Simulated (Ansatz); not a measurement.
The same path of C$_{2}$H$_{3}$F$_{2}$N (8 atoms, charge 0, multiplicity 1) was run twice with different band settings. The coordinate that changes most is the dihedral H6–N1–C2–C3.

Level of theory: RKS PBE/def2-SVP in Ansatz.

Relaxed end points:

```xyz
8
Properties=species:S:1:pos:R:3
N -0.480 0.745 0.970
C -0.130 -0.417 0.265
C 0.296 -0.449 -1.012
F 0.492 -1.559 -1.722
F 0.528 0.649 -1.745
H -0.128 0.751 1.932
H -0.186 1.603 0.492
H -0.300 -1.381 0.764
```

```xyz
8
Properties=species:S:1:pos:R:3
N -0.076 0.694 1.117
C -0.146 -0.414 0.258
C 0.339 -0.455 -0.996
F 0.398 -1.547 -1.756
F 0.875 0.605 -1.618
H 0.199 1.554 0.633
H -0.946 0.856 1.633
H -0.550 -1.349 0.673
```

Common settings: movable images 7; spring 5.0 eV/Å²; start path through a guess of the saddle point; force threshold 0.05 eV/Å; end points relaxed.

| run | climbing image | optimiser | iteration limit |
| --- | --- | --- | --- |
| 1 | yes | quadratic models (default) | 55 |
| 2 | from the first iteration | fire | 60 |

**Question.** What does each run give, and how far can it be trusted?

**Answer.** Run 1: converged after 7 iterations, highest image 0.184 eV above the first end. A vibrational analysis at the climbing image gives one clearly imaginary mode, 315i cm⁻¹: a first-order saddle point.
Run 2: converged after 57 iterations, highest image 0.184 eV above the first end. Another band between the same ends (7 images) ends at a top of the same energy, where a vibrational analysis finds 1 clearly imaginary mode.
